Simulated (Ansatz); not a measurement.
H2, singlet in STO-3G: errors against full CI

Geometry: MP2(full)/6-31G*, from the G2/97 set.

```yaml
atoms:
  - { symbol: H, position_ang: [0.0000, 0.0000, 0.0000] }
  - { symbol: H, position_ang: [0.0000, 0.0000, 0.7372] }
```

Basis STO-3G; Ansatz 0.2.0. Correlated methods freeze the noble-gas cores, which leaves 2 electrons in 2 orbitals. Prefix R: restricted or restricted open-shell reference. Active spaces: valence = (2e, 2o) chosen from the atoms' valence shells.

Full CI is exact within this basis and frozen core; it isn't the basis-set limit.

With two correlated electrons CCSD is exact, so what parts a cluster row from full CI is its frozen core alone.

The UHF ⟨S²⟩ is 0.000. The T1 diagnostic (RCCSD) is 0.0000 and the largest doubles amplitude (RCCSD) is 0.113.

| level | E − E(full CI) (mEh) | share of correlation (%) | wall time |
| --- | --- | --- | --- |
| RHF | 20.40 | 0.00 | – |
| RMP2 | 7.33 | 64.08 | – |
| RCCSD | 0.00 | 100.00 | 0.06 s |
| RCCSD(T) | 0.00 | 100.00 | 0.06 s |
| BCCD(T) | 0.00 | 100.00 | 0.06 s |

The correlation energy at full CI, counted from RHF, is -0.555 eV. That run took 0.03 s on 1 thread of Intel Xeon 6975P-C, shared host over 2 determinants.

Run but not shown, since their state, orbitals or frozen core can't be matched to the reference's or they repeat it: CASSCF (valence space), NEVPT2 (valence space), MRCISD (valence space), MRCISD+Q (valence space).

Times hold each run's SCF and search for its determinant on a shared host, so for small cases they say little of a method's own cost; they ran on 1 thread of Intel Xeon 6975P-C.

The full-CI state has the irrep Ag of D2h, in the program's axes (one component, if the state is degenerate).

Natural occupations of full CI about the gap: 1.975 0.025; effectively unpaired electrons, Σ n²(2−n)², 0.00.

Atomization energy (electronic, same basis, no zero-point term; atoms at the same level, unrestricted beside the R rows where the molecule is a closed shell, with restricted open-shell steps beyond CCSDT(Q)) at full CI: 536.0 kJ/mol. Errors of other levels:

```tsv
level	error (kJ/mol)
RHF	-53.6
RMP2	-19.2
RCCSD	0.0
RCCSD(T)	0.0
BCCD(T)	0.0
```

This basis is far from its limit, so the value isn't to be set against a measured one.
